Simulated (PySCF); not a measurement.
**How exact exchange moves a shielding**

Molecule: SMILES C#C/C(F)=C/C, C₅H₅F.

Numbering as in the mapped SMILES `[CH:1]#[C:2]/[C:3]([F:4])=[CH:5]/[CH3:6]`. Hydrogens are named by the atom that carries them.

GIAO shieldings (ppm, equivalent atoms averaged) in PySCF on the PBE0-D3(BJ)/def2-SVP geometry, basis pcSseg-2, gas phase, non-relativistic:

| functional | exact exchange (%) | σ(C1) | σ(C2) | σ(C6) | σ(F4) |
| --- | --- | --- | --- | --- | --- |
| BLYP | 0 | 92.3 | 92.8 | 162.0 | 272.6 |
| BP86 | 0 | 94.0 | 96.0 | 166.0 | 272.7 |
| PBE | 0 | 93.8 | 95.7 | 166.5 | 270.7 |
| B3LYP | 20 | 93.7 | 98.2 | 166.6 | 291.3 |
| PBE0 | 25 | 95.8 | 102.2 | 171.7 | 293.7 |
| BHandHLYP | 50 | 96.1 | 105.9 | 172.4 | 315.5 |
| HF | 100 | 101.1 | 119.1 | 180.2 | 348.2 |

Problem. Fit each shielding as a line in the percentage of exact exchange.

Solution. σ(C1) = 93.2 + 0.08 x (rms 0.8 ppm); σ(C2) = 94.7 + 0.24 x (rms 1.3 ppm); σ(C6) = 165.1 + 0.15 x (rms 1.8 ppm); σ(F4) = 273.5 + 0.77 x (rms 2.2 ppm). The functionals also differ in their semilocal parts, which the line can't hold; Hartree–Fock has no correlation at all.

Problem. What does the line predict for mPW1PW91 (25 %), and what does the run give?

Solution. σ(C1): 95.2 predicted, 95.4 computed; σ(C2): 100.7 predicted, 101.9 computed; σ(C6): 168.8 predicted, 170.8 computed; σ(F4): 292.8 predicted, 294.4 computed ppm.
